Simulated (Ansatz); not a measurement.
Program: Ansatz 0.2.0.

A structure relaxed at PBE0-D4/def2-TZVP, charge 0, multiplicity 2:

Cartesian coordinates in Å:
```
C -1.207 1.301 -0.022
Si -0.300 -0.079 -0.920
Si 1.093 -1.376 0.418
H -0.501 2.056 0.339
H -1.756 0.910 0.837
H -1.918 1.794 -0.688
H 0.404 0.446 -2.127
H 0.289 -1.993 1.509
H 2.196 -0.597 1.053
H 1.699 -2.461 -0.399
```

(1) Give its formula and SMILES.

(2) Summarise the bond lengths by kind.

Results:

(1) CH7Si2, `C[SiH][SiH3]`.

(2) 1 × C–Si 1.880 Å; 3 × C–H 1.092 to 1.094 Å; 1 × Si–Si 2.327 Å; 4 × H–Si 1.487 to 1.493 Å.
